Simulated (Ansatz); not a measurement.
Born–Oppenheimer molecular dynamics of C2H7Al (10 atoms, charge 0, multiplicity 1). It starts at the highest image of a converged band. Of that band: Neighbouring images differ by up to 2.3 eV, so the band resolves the path poorly. A vibrational analysis at the climbing image gives one clearly imaginary mode, 929i cm⁻¹: a first-order saddle point.

These are results of RKS PBE0-D4/6-31G* (Ansatz), not measurements.

```yaml
ensemble: NVE (velocity Verlet)
time_step: 0.5 fs
steps_asked: 200
starting_velocities_drawn_for: 100 K
seed: 11644
```

First frame:

```xyz
10
Properties=species:S:1:pos:R:3
Al 0.327 0.709 -0.028
C 1.544 -0.195 1.751
H 0.813 -0.833 2.237
H 2.530 -0.634 1.639
C 1.468 1.240 1.985
H 0.696 1.554 2.689
H 2.423 1.734 2.180
H 1.196 1.906 0.975
H 1.548 -0.328 -0.076
H -1.039 0.437 0.757
```

(1) How far do the bonds stretch over the last three quarters of this one trajectory? (Pairs bonded in most of those frames.)

Answers

(1) 
| bond | mean (Å) | spread (Å) | shortest | longest |
| --- | --- | --- | --- | --- |
| Al1–C2 | 1.995 | 0.119 | 1.78 | 2.24 |
| Al1–H9 | 1.666 | 0.061 | 1.53 | 1.78 |
| Al1–H10 | 1.642 | 0.052 | 1.57 | 1.77 |
| C2–H3 | 1.096 | 0.010 | 1.07 | 1.11 |
| C2–H4 | 1.093 | 0.006 | 1.08 | 1.10 |
| C2–C5 | 1.570 | 0.090 | 1.44 | 1.71 |
| C5–H6 | 1.098 | 0.015 | 1.07 | 1.13 |
| C5–H7 | 1.098 | 0.013 | 1.07 | 1.12 |
| C5–H8 | 1.145 | 0.082 | 1.03 | 1.33 |

Mean temperature of the second half: 1330 K. The conserved energy stayed within 0.26 meV per atom of its start (net change -0.048 meV per atom), so the integration is sound. The kinetic energy rose, since the run started high on the potential surface and went downhill. A run of 0.1 ps of so small a system gives no equilibrium averages. The orbitals stay closed-shell, which can raise the energy where a bond breaks towards radicals; this wasn't checked here.

Time of the run: 7.7 min on 1 thread of Arm Neoverse V1 (shared host), peak memory 0.12 GiB.
